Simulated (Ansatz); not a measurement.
Relative stability

Two relaxed structures of C$_{2}$H$_{4}$N (charge -1), closed shell (PBE0-D4/def2-TZVPD; forces vanish, vibrations not checked).

A:

| atom | x (Å) | y (Å) | z (Å) |
| --- | --- | --- | --- |
| C1 | -1.2261 | -0.2064 | -0.8424 |
| N2 | -0.6046 | -0.3335 | 0.2772 |
| C3 | 0.7452 | 0.1959 | 0.3014 |
| H4 | -2.2493 | -0.6594 | -0.7065 |
| H5 | 1.4632 | -0.5980 | 0.5595 |
| H6 | 0.8406 | 0.9657 | 1.0830 |
| H7 | 1.0311 | 0.6357 | -0.6724 |

B:

C1  (-1.318, -0.295, -0.847)
N2  (-0.434, -0.471, 0.110)
C3  (0.813, -0.054, 0.112)
H4  (-2.324, -0.691, -0.726)
H5  (1.446, -0.265, 0.970)
H6  (-1.084, 0.243, -1.779)
H7  (1.252, 0.507, -0.728)
(Å)

Ansatz 0.2.0; basis: def2-TZVPPD; cores frozen in the correlated methods. B3LYP uses VWN-RPA correlation.

Problem. Which structure is lower at CCSD(T), and by how much? (An estimate is asked for; the value comes from the calculation.)

Solution. By the calculation: B, by 0.273 eV (electronic energy, against the other). By their contacts, A is C₂H₄N ([CH][N][CH3]), total charge -1 and B is C₂H₄N ([CH2][N][CH2]), total charge -1.

All methods give the same order:

| method | E(B) − E(A) (eV) |
| --- | --- |
| PBE-D4 | -0.574 |
| r2SCAN-D4 | -0.559 |
| PBE0-D4 | -0.516 |
| B3LYP-D4 | -0.493 |
| wB97M-V | -0.321 |
| HF | -0.080 |
| MP2 | -0.402 |
| CCSD | -0.230 |
| CCSD(T) | -0.273 |

No T1 diagnostic of these runs exceeds 0.020.

Labels in which every atom is bracketed show which atoms are joined, not bond orders.

For scale, one of the runs: CCSD(T)/def2-TZVPPD, 179 basis functions, launched by `ansatz run in.yaml --threads 2 --pin off --events-out ev --progress --plain --max-ram 4352MiB`. The run took 37 s on 2 CPU threads of an Arm Neoverse V1 (shared host), with 1.8 GiB of host memory at its peak.
